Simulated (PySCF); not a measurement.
Excitation energies in several basis sets

Species: 1-chloro-1,1-difluoroethane, C₂H₃ClF₂.
SMILES: `CC(F)(F)Cl`

TDDFT with PBE0 (PySCF), vertical singlets, core orbitals frozen in the response, spherical d and f functions. Geometry: PBE0-D3(BJ)/def2-SVP; no solvent, vibrations or thermal averaging.

```
      basis  functions  diffuse  S1 (eV)  S2 (eV)  S3 (eV)  S4 (eV)  S5 (eV)  LUMO (eV)  α (au)
     6-31G*         80       no     8.00     8.04     9.61    10.39    10.84       0.72    31.9
   def2-SVP         89       no     8.35     8.40    10.08    10.22    10.28       1.10    31.0
    6-31+G*        100      yes     7.75     7.81     8.73     8.80     9.42       0.15    37.5
  def2-SVPD        137      yes     7.75     7.82     8.97     9.05     9.48       0.14    42.2
aug-cc-pVDZ        146      yes     7.74     7.80     8.31     8.39     9.19      -0.07    42.3
  def2-TZVP        179       no     7.84     7.91     9.55     9.63     9.70       0.47    38.2
 def2-TZVPD        227      yes     7.61     7.69     8.52     8.60     9.28       0.09    43.0
```

Problem. How much do these states and the polarisability depend on the basis?

Solution. States are compared by their number. Against the largest diffuse basis here (def2-TZVPD, itself not a converged limit), sets without diffuse functions differ by up to 0.74 eV in S1 and 1.57 eV in S5; the smaller diffuse sets differ by up to 0.14 and 0.20 eV. State by state, the largest deviation of a set without diffuse functions is S1 0.74, S2 0.71, S3 1.56, S4 1.79, S5 1.57 eV. The same number needn't mean the same state in each row. Against def2-TZVPD the polarisability deviates by -26% in 6-31G*, -28% in def2-SVP, -13% in 6-31+G*, -2% in def2-SVPD, -2% in aug-cc-pVDZ, -11% in def2-TZVP. A single + in a Pople set puts diffuse functions on heavy atoms only.
